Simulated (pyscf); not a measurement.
Thermochemistry of product channels of H₃C–InH–CH₃ + HF on the singlet surface, in kJ/mol, from ωB97M-D3(BJ)/def2-TZVP energies (ideal gas, 1 atm, RRHO with modes under 100 cm⁻¹ raised to 100, one conformer, R ln 2 for rigid chiral ones). Optimised with ωB97X-D3(BJ)/def2-SVP in PySCF.

```json
[
 {"products": "H₃C–F + H₃C–InH₂", "ΔE": "+63.7", "ΔH(298 K)": "+61.0", "ΔG(900 K)": "+57.9", "ΔG(1200 K)": "+59.6"},
 {"products": "H₃C–In(CH₃)–F + H₂", "ΔE": "-74.8", "ΔH(298 K)": "-80.2", "ΔG(900 K)": "-60.6", "ΔG(1200 K)": "-55.2"}
]
```

These are energies of the channels, which say nothing of barriers. Elements past Kr carry the def2 core potentials, without spin-orbit coupling.
